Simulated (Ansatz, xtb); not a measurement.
**C3H8OP2: which of two isomers lies lower**

We compare I, `C=C[P@H](=O)CP`, a singlet, with II, `CC(=O)P(C)P`, a singlet. Both are isolated molecules in the gas phase, relaxed with B3LYP/def2-SVP; each stands in its lowest conformer found.

I (Å):

```yaml
atoms:
  - { symbol: C, position_ang: [0.3762, -1.6506, -2.0803] }
  - { symbol: C, position_ang: [-0.7714, -1.2370, -1.5335] }
  - { symbol: C, position_ang: [-1.5114, 0.6304, 0.5884] }
  - { symbol: O, position_ang: [0.1775, 1.3861, -1.5427] }
  - { symbol: P, position_ang: [-0.9979, 0.5291, -1.1735] }
  - { symbol: P, position_ang: [-0.1429, 0.3994, 1.8595] }
  - { symbol: H, position_ang: [1.1694, -0.9288, -2.3020] }
  - { symbol: H, position_ang: [0.5561, -2.7025, -2.3232] }
  - { symbol: H, position_ang: [-1.5876, -1.9349, -1.3080] }
  - { symbol: H, position_ang: [-2.2235, 0.8296, -1.8498] }
  - { symbol: H, position_ang: [-2.3212, -0.0910, 0.7899] }
  - { symbol: H, position_ang: [-1.9323, 1.6377, 0.7444] }
  - { symbol: H, position_ang: [0.8329, 1.1774, 1.1663] }
  - { symbol: H, position_ang: [0.3619, -0.8401, 1.3541] }
```

II (Å):

```xyz
14

C    -2.3493    0.2574   -2.2491
C    -1.5782    1.4574   -1.7374
C     0.4447    2.8318   -0.2738
O    -1.8297    2.5904   -2.0779
P    -0.2848    1.1283   -0.3842
P     1.1659   -0.0507   -1.6252
H    -2.9596    0.5563   -3.1130
H    -1.6776   -0.5718   -2.5206
H    -3.0123   -0.1100   -1.4473
H     1.3676    2.7900    0.3233
H    -0.2769    3.4844    0.2416
H     0.6530    3.2602   -1.2649
H     1.8092    1.0397   -2.2937
H     2.1531   -0.1307   -0.5966
```

Quicker runs give these differences E(II) − E(I): GFN2-xTB +7.9 kcal/mol; HF/STO-3G −104.9 kcal/mol (at GFN2-xTB geometries); r2SCAN-D4/def2-SVP −15.0 kcal/mol (at GFN2-xTB geometries).

Task: Estimate which is lower in electronic energy at CCSD(T)/def2-SVP + ΔMP2/def2-TZVPP, and by roughly how much.

Result: Not settled: CCSD(T)/def2-SVP + ΔMP2/def2-TZVPP gives E(II) − E(I) = +2.4 kcal/mol, but this leans on the basis-set step: CCSD(T) alone gives −13.6 kcal/mol.

How the difference moves with the method:

```
                             level        geometry  E(II) − E(I) (kcal/mol)  departure from the last row (kcal/mol)  job, with rough time for the two
                          GFN2-xTB        GFN2-xTB                      +7.9                                    +5.6              optimisation, 0.26 s
                         HF/STO-3G        GFN2-xTB                    −104.9                                  −107.3              single point, 0.36 s
                r2SCAN-D4/def2-SVP        GFN2-xTB                     −15.0                                   −17.4               single point, 3.6 s
                    B3LYP/def2-SVP  B3LYP/def2-SVP                     −14.5                                   −16.9                optimisation, 62 s
                       HF/def2-SVP  B3LYP/def2-SVP                     −10.5                                   −12.9           part of the CCSD(T) run
                      MP2/def2-SVP  B3LYP/def2-SVP                     −11.3                                   −13.7           part of the CCSD(T) run
                  CCSD(T)/def2-SVP  B3LYP/def2-SVP                     −13.6                                   −15.9                      single point
CCSD(T)/def2-SVP + ΔMP2/def2-TZVPP  B3LYP/def2-SVP                      +2.4                                                        single point, 48 s
```

As drawn, II has 1 C–C, 1 C=O, 1 P–P, 1 C–H in place of 1 C=C, 1 C–P, 1 O=P, 1 P–H.

HF/STO-3G, r2SCAN-D4/def2-SVP, B3LYP/def2-SVP, HF/def2-SVP, MP2/def2-SVP, CCSD(T)/def2-SVP put the two in the other order. The largest departure from CCSD(T)/def2-SVP + ΔMP2/def2-TZVPP is that of HF/STO-3G, 107.3 kcal/mol. The last row adds to CCSD(T) the change of the MP2 difference between the two basis sets, here +15.9 kcal/mol, a large step that makes the value less sure.

With thermal terms from frequencies at re-optimised GFN2-xTB minima (ideal gas, soft modes damped towards free rotors, one conformer each, 298.15 K, 1 atm): the zero-point term adds +0.7 kcal/mol; ΔH is +3.7 and ΔG +2.2 kcal/mol.

The correlated steps freeze 14 core orbitals. Mirror images aren't counted in ΔG. Codes used: Ansatz 0.2.0, xtb 6.7.1; the last row on 4 threads of Arm Neoverse V1 on a shared host.
